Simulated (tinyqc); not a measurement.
RKS/exchange-only LDA in the sto-3g basis, for H2O, spin multiplicity 1, step by step. One step of it, computed by the program tinyqc.

Task: Iteration 2: diagonalisation and new density. Diagonalise F' = X^T F X, C = X C', fill 5 alpha and 5 beta electrons from the bottom; D = 2 C_occ C_occ^T. Each column has its largest component positive (the first on a tie).

extrapolated F (hartree), order 1O 1s, 1O 2s, 1O 2px, 1O 2py, 1O 2pz, 2H 1s, 3H 1s:
$$\begin{pmatrix}
-17.786248 & -4.665871 & 0.000000 & 0.000000 & -0.000365 & -0.502638 & -0.502638 \\
-4.665871 & -1.693569 & 0.000000 & 0.000000 & -0.045545 & -0.375084 & -0.375084 \\
0.000000 & 0.000000 & 0.136004 & 0.000000 & 0.000000 & 0.000000 & 0.000000 \\
0.000000 & 0.000000 & 0.000000 & 0.065882 & 0.000000 & -0.131531 & 0.131531 \\
-0.000365 & -0.045545 & 0.000000 & 0.000000 & 0.073907 & -0.121978 & -0.121978 \\
-0.502638 & -0.375084 & 0.000000 & -0.131531 & -0.121978 & -0.083212 & -0.101667 \\
-0.502638 & -0.375084 & 0.000000 & 0.131531 & -0.121978 & -0.101667 & -0.083212
\end{pmatrix}$$

X, order 1O 1s, 1O 2s, 1O 2px, 1O 2py, 1O 2pz, 2H 1s, 3H 1s:
$$\begin{pmatrix}
1.022993 & -0.130898 & 0.000000 & 0.000000 & -0.004828 & 0.014996 & 0.014996 \\
-0.130898 & 1.093063 & 0.000000 & 0.000000 & 0.042018 & -0.156364 & -0.156364 \\
0.000000 & 0.000000 & 1.000000 & 0.000000 & 0.000000 & 0.000000 & 0.000000 \\
0.000000 & 0.000000 & 0.000000 & 1.039143 & 0.000000 & -0.122867 & 0.122867 \\
-0.004828 & 0.042018 & 0.000000 & 0.000000 & 1.024816 & -0.092730 & -0.092730 \\
0.014996 & -0.156364 & 0.000000 & -0.122867 & -0.092730 & 1.070441 & -0.044679 \\
0.014996 & -0.156364 & 0.000000 & 0.122867 & -0.092730 & -0.044679 & 1.070441
\end{pmatrix}$$

Give: F' = X^T F X; orbital energies; coefficients C; D after iteration 2.

Result:

F' = X^T F X (hartree):
$$\begin{pmatrix}
-17.421 & -2.537 & 0.000 & 0.000 & -0.018 & -0.030 & -0.030 \\
-2.537 & -0.788 & 0.000 & 0.000 & 0.016 & -0.191 & -0.191 \\
0.000 & 0.000 & 0.136 & 0.000 & 0.000 & 0.000 & 0.000 \\
0.000 & 0.000 & 0.000 & 0.139 & 0.000 & -0.167 & 0.167 \\
-0.018 & 0.016 & 0.000 & 0.000 & 0.120 & -0.129 & -0.129 \\
-0.030 & -0.191 & 0.000 & -0.167 & -0.129 & 0.055 & -0.042 \\
-0.030 & -0.191 & 0.000 & 0.167 & -0.129 & -0.042 & 0.055
\end{pmatrix}$$

orbital energies (hartree): MO1 -17.800, MO2 -0.540, MO3 -0.120, MO4 -0.040, MO5 0.136, MO6 0.305, MO7 0.356

coefficients C, order 1O 1s, 1O 2s, 1O 2px, 1O 2py, 1O 2pz, 2H 1s, 3H 1s:
$$\begin{pmatrix}
0.993 & -0.242 & 0.000 & 0.112 & 0.000 & -0.089 & 0.000 \\
0.031 & 0.880 & 0.000 & -0.518 & 0.000 & 0.468 & 0.000 \\
0.000 & 0.000 & 0.000 & 0.000 & 1.000 & 0.000 & 0.000 \\
0.000 & 0.000 & 0.574 & 0.000 & 0.000 & 0.000 & 0.884 \\
0.002 & 0.081 & 0.000 & 0.639 & 0.000 & 0.809 & 0.000 \\
-0.005 & 0.179 & 0.499 & 0.420 & 0.000 & -0.593 & -0.623 \\
-0.005 & 0.179 & -0.499 & 0.420 & 0.000 & -0.593 & 0.623
\end{pmatrix}$$

D after iteration 2, order 1O 1s, 1O 2s, 1O 2px, 1O 2py, 1O 2pz, 2H 1s, 3H 1s:
$$\begin{pmatrix}
2.112 & -0.480 & 0.000 & 0.000 & 0.108 & -0.002 & -0.002 \\
-0.480 & 2.088 & 0.000 & 0.000 & -0.520 & -0.120 & -0.120 \\
0.000 & 0.000 & 2.000 & 0.000 & 0.000 & 0.000 & 0.000 \\
0.000 & 0.000 & 0.000 & 0.658 & 0.000 & 0.572 & -0.572 \\
0.108 & -0.520 & 0.000 & 0.000 & 0.830 & 0.565 & 0.565 \\
-0.002 & -0.120 & 0.000 & 0.572 & 0.565 & 0.914 & -0.081 \\
-0.002 & -0.120 & 0.000 & -0.572 & 0.565 & -0.081 & 0.914
\end{pmatrix}$$
